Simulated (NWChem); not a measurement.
# UKT1 (NWChem form)/aug-pcseg-1 (ZORA) run of AlCl2 (SMILES [Cl][Al][Cl])

What is the energy change on altering one bond length of AlCl2 at UKT1 (NWChem form)/aug-pcseg-1 (ZORA)? 

The results are computed with NWChem 7.3.0.

3 further runs of the same task are left out: 3 set aside as unsound or not needed.

### Step 1. The molecule

AlCl2: 3 atoms, total charge 0, spin state doublet. As SMILES, `[Cl][Al][Cl]`. The coordinates come from a PBE0-D4/def2-TZVP relaxation.

Bond lengths: Cl1–Al2 2.102 Å, Al2–Cl3 2.102 Å. Angles: Cl1–Al2–Cl3 118.9°.

### Step 2. A single-point energy at UKT1 (NWChem form)/aug-pcseg-1 (ZORA)

mymol.nw reads:

```
start mymol
title "AlCl2"
memory 2200 mb
charge 0

geometry units angstrom noautosym nocenter noautoz
   Cl    1.374800    0.868300    0.838700
   Al   -0.432100    0.520700   -0.177200
   Cl   -0.953600   -1.453800   -0.674700
end

basis spherical
   Cl library aug-pcseg-1
   Al library aug-pcseg-1
end

relativistic
   zora on
end

dft
   xc kt1
   mult 2
   grid fine
   convergence energy 1e-05
   maxiter 150
end

task dft energy
```

On the command line:

```
$ nwchem mymol.nw > mymol.out
```

Log:

```text
[...]
          Wavefunction type:  spin polarized.
          No. of atoms     :     3
          No. of electrons :    47
[...]
          Charge           :     0
          Spin multiplicity:     2
[...]
          AO basis - number of functions:    81
[...]
              XC Information
              --------------
                        Slater Exchange Functional  1.000 local
                           KT1 gradient correction  1.000 non-local
            Perdew 1991 LDA Correlation Functional  1.000 local
[...]
 d= 0,ls=0.0,diis     1  -1173.4927418888 -1.33D+03  1.45D-02  8.97D-02     8.6
[...]
 d= 0,ls=0.0,diis     7  -1173.5435154502 -3.48D-07  4.35D-06  3.34D-08    16.7
[...]
         Total DFT energy =    -1173.543515450168
      One electron energy =    -1919.302597022423
           Coulomb energy =      673.203089798942
    Exchange-Corr. energy =      -80.970214173497
 Nuclear repulsion energy =      153.526205946810
       Scaling correction =        1.778795206336
[...]
      <S2> =      0.7513 (Exact =     0.7500)
[...]
```

Run time: 17 s. Hardware: 1 thread of AMD EPYC 7B13 (Zen 3), shared host; peak memory 0.12 GiB.

### Step 3. The distorted shape, same level

alcl2.nw reads:

```
start alcl2
memory 2200 mb

geometry units angstrom noautosym nocenter noautoz
  Cl     1.322650     0.670850     0.788950
  Al    -0.484250     0.323250    -0.226950
  Cl    -0.953600    -1.453800    -0.674700
end

basis spherical
  * library aug-pcseg-1
end

relativistic
  zora on
end

dft
  xc kt1
  mult 2
  grid fine
  convergence energy 1e-05
  maxiter 150
end

task dft energy
```

On the command line:

```
$ nwchem alcl2.nw > alcl2.out
```

Log:

```text
[...]
          Wavefunction type:  spin polarized.
          No. of atoms     :     3
          No. of electrons :    47
[...]
          Charge           :     0
          Spin multiplicity:     2
[...]
          AO basis - number of functions:    81
[...]
              XC Information
              --------------
                        Slater Exchange Functional  1.000 local
                           KT1 gradient correction  1.000 non-local
            Perdew 1991 LDA Correlation Functional  1.000 local
[...]
 d= 0,ls=0.0,diis     1  -1173.4809943954 -1.34D+03  1.34D-02  8.42D-02     8.6
[...]
 d= 0,ls=0.0,diis     8  -1173.5242415130  2.35D-08  8.16D-06  2.53D-07    17.8
[...]
         Total DFT energy =    -1173.524241513028
      One electron energy =    -1936.008808081241
           Coulomb energy =      681.614521237388
    Exchange-Corr. energy =      -81.040349253164
 Nuclear repulsion energy =      161.910394583989
       Scaling correction =        1.778658021965
[...]
      <S2> =      0.7512 (Exact =     0.7500)
[...]
```

Wall time 19 s (1 thread of AMD EPYC 7B13 (Zen 3), shared host); peak memory 0.12 GiB.

### Step 4. Outcome

Level: UKT1 (NWChem form)/aug-pcseg-1 (ZORA).

| quantity | value |
| --- | --- |
| first shape: total energy | -1173.54352 Eh |
| first shape: dipole moment | 1.40 D |
| first shape: HOMO energy (highest over α and β) | -5.72 eV |
| first shape: LUMO energy (lowest over α and β) | -4.52 eV |
| first shape: ⟨S²⟩ | 0.751 |
| distorted shape: total energy | -1173.52424 Eh |
| distorted shape: dipole moment | 1.33 D |
| distorted shape: HOMO energy (highest over α and β) | -5.37 eV |
| distorted shape: LUMO energy (lowest over α and β) | -4.11 eV |
| distorted shape: ⟨S²⟩ | 0.751 |
| energy change with the Al2–Cl3 bond shortened from 2.102 to 1.892 Å | 0.524 eV |

What this shows: With the Al2–Cl3 bond shortened from 2.102 to 1.892 Å the energy rises by 0.52 eV (50.6 kJ/mol). The first shape isn't relaxed at this level, so the change isn't measured from a minimum.
